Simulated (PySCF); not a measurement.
Species: ethanamine, C2H7N.
Z-matrix (Å and degrees, GFN2-xTB geometry), rows numbered from 1:
```
C 
C   1  1.5316
N   2  1.4520  1  114.77
H   1  1.0869  2  110.41  3  -179.97
H   1  1.0892  2  110.45  3    60.03
H   1  1.0891  2  110.47  3   -59.94
H   2  1.0936  1  109.51  3  -120.87
H   2  1.0936  1  109.59  3   120.83
H   3  1.0151  2  110.04  1    59.14
H   3  1.0151  2  110.09  1   -59.12
```

The closed-shell SCF was solved with PySCF and density fitting under several settings on one GFN2-xTB geometry (grid level 2 and gas phase unless stated).

| settings | basis functions | SCF cycles | E (Eh) | HOMO (eV) | LUMO (eV) | dipole (D) |
| --- | --- | --- | --- | --- | --- | --- |
| PBE0/pcSseg-1 | 86 | 12 | -134.9892 | -6.67 | 1.46 | 1.34 |
| B3LYP/def2-SVPD | 116 | 12 | -135.0893 | -6.59 | 0.42 | 1.30 |
| LC-wPBE/cc-pVTZ, energy threshold 1e-07 Eh | 188 | 8 | -135.1445 | -9.56 | 3.28 | 1.29 |
| BLYP/STO-3G, IEF-PCM dimethylsulfoxide, energy threshold 1e-11 Eh | 22 | 9 | -133.3837 | -1.90 | 8.90 | 1.50 |
| BHandHLYP/pcSseg-1 | 86 | 12 | -135.0656 | -8.13 | 2.12 | 1.38 |

Question: Estimate the row for these settings: KT2/aug-pcSseg-1, IEF-PCM cyclohexane.

Answer: 
```csv
settings,basis functions,SCF cycles,E (Eh),HOMO (eV),LUMO (eV),dipole (D)
"KT2/aug-pcSseg-1, IEF-PCM cyclohexane",141,12,-137.4019,-5.53,-0.42,1.33
```

Question: Over all rows, what range does the HOMO–LUMO gap span?

Answer: From 5.11 eV (KT2/aug-pcSseg-1, IEF-PCM cyclohexane) to 12.84 eV (LC-wPBE/cc-pVTZ, energy threshold 1e-07 Eh). The functional of the narrowest has no exact exchange, that of the widest range-separated exact exchange.

Cycle counts include a coarse-grid stage where the run had one. KT2 was designed for NMR shieldings or shifts; total energies of different functionals aren't comparable. One conformer (not necessarily the lowest) at the GFN2-xTB geometry, without vibrations or thermal averaging.
